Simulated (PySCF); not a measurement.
Compound: CH₃ (charge +1).
InChI=1S/CH3/h1H3/q+1

Linear response at wB97X-D/def2-SVPD (PySCF, frozen core in the response, non-relativistic). Geometry: PBE0-D3(BJ)/def2-SVP; no solvent, vibrations or thermal averaging.

Static isotropic polarisability: 8.91 au (1.32 Å³), principal values 6.9, 9.9, 9.9 au.

Question: What is the polarisability at 1064 nm and at the sodium D line?

Answer: 8.94 au at 1064 nm (+0.4 %), 9.03 au at 589.3 nm (+1.3 %). The lowest singlet lies at 206 nm, shorter than both wavelengths.

Question: What is the isotropic C6 coefficient between two such ions, C6 = (3/π)∫α(iω)² dω?

Answer: 42.55 au (Eh·bohr⁶) by a ten-point quadrature over imaginary frequencies, which is 25.4 eV·Å⁶ or 2.45 J·nm⁶/mol.

Question: Which effective excitation energy ω̄ makes London's formula C6 = (3/4)α²ω̄ exact here?

Answer: ω̄ = 4·C6/(3α²) = 0.715 Eh = 19.5 eV. London's choice of the ionisation energy (25.41 eV, ΔSCF at the same level) gives C6 = 55.6 au, 31 % too high.

Question: What three-body coefficient follows from the one-pole estimate C9 = (3/4)·α·C6?

Answer: 284 au. This is an estimate from the two numbers above, not a computed integral.

Question: What does −C6/R⁶ come to at R = 8 Å between centres?

Answer: -9.4 J/mol. This is the leading, orientation-averaged term; C8 and higher terms are left out. The Coulomb repulsion of the two net charges at that distance is 174 kJ/mol.

Question: What molar refraction at the D line follows from R = (4π/3)·N_A·α′, with α′ the polarisability volume?

Answer: α′ = 1.34 Å³ gives R = 3.37 cm³/mol, for isolated, non-vibrating species.

Question: The lowest 6 singlets have (eV, f): 6.02, 0.000; 6.02, 0.000; 14.76, 0.187; 15.01, 0.223; 15.01, 0.223; 16.25, 0.000. What share of the static polarisability do they carry in the sum over states α = Σ f/ω²?

Answer: 2.10 au, 23.6 % of α; the largest term, 0.73 au, is that of the state at 15.01 eV. Their oscillator strengths add up to 0.63. Higher states carry the rest.

Question: How anisotropic is the static polarisability, by Δα² = ½[(α1 − α2)² + (α2 − α3)² + (α3 − α1)²]?

Answer: Δα = 3.0 au, or 0.34 of the isotropic value.

Question: How many electrons N does the Slater–Kirkwood formula C6 = (3/4)·√N·α^(3/2) need to give this C6?

Answer: N = (4·C6/3)²/α³ = 4.6; the species has 8 electrons in all.

wB97X-D is run here without its empirical dispersion term; that term would change no orbital, density or response property at a fixed geometry.
